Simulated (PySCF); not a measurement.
## BF⁺: from constants to spectrum

UHF-CCSD(T) constants of BF⁺, ²Σ⁺ (doublet), unpaired electrons σ ↑ (PySCF, no relativity, basis sets B cc-pVTZ, F cc-pVTZ; masses 11.0093 and 18.9984 u):

- ωe: 1691.2 cm⁻¹
- ωexe: 10.7 cm⁻¹
- Be: 1.6306 cm⁻¹
- αe: 0.0159 cm⁻¹
- De to B⁺ + F: 4.90 eV

**Question.** What force constant and bond length do these constants imply?

**Answer.** Reduced mass μred = 6.9702 u; k = 5.8918×10⁻⁷·μred·ωe² (u, cm⁻¹, mdyn/Å) = 11.7 mdyn/Å; Re = √(16.8576/(μred·Be)) (u, cm⁻¹, Å) = 1.218 Å.

**Question.** Estimate the centrifugal constant D from the Kratzer relation and find the Dunham coefficient a1.

**Answer.** D = 4Be³/ωe² = 6.06e-06 cm⁻¹; a1 = −1 − αeωe/(6Be²) = -2.69.

Correlated steps freeze 2 core orbitals. For an ion De counts to the pair picked by the measured ionisation energies or electron affinities, which need not be the lowest pair at this level. The state is the lowest determinant that a PBE0 search found; another state may lie lower at other levels.
